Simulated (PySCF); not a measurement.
**Working out the ionisation energy of B**

B [He] 2s2 2p1 (2P) → B⁺ [He] 2s2 (1S). Computed with PySCF 2.14 in 6-31G* (3s2p1d, 14 functions), with the non-relativistic Hamiltonian (point nucleus). Frozen: 1s2. Energies in hartree (1 hartree = 27.21139 eV):

```csv
part,B (lower),B⁺ (upper)
UHF,-24.521972,-24.234042
CCSD correlation,-0.056344,-0.058740
(T),-0.000768,0.000000
```

Question: What does Hartree-Fock give?

Answer: (-24.234042) − (-24.521972) = 0.287930 hartree = 7.835 eV.

Question: What do CCSD and CCSD(T) give?

Answer: The CCSD correlation energies differ by -0.002396 hartree = -0.065 eV and the triples by 0.000768 hartree = 0.021 eV, so CCSD gives 7.770 eV and CCSD(T) 7.791 eV.

Measured between the centres of the two terms (NIST): 8.297 eV, so CCSD(T) (valence) is off by -0.506 eV.

The coupled-cluster amplitudes are large, so a single reference is strained.

What remains against the reference includes basis incompleteness, the frozen core and higher excitations.
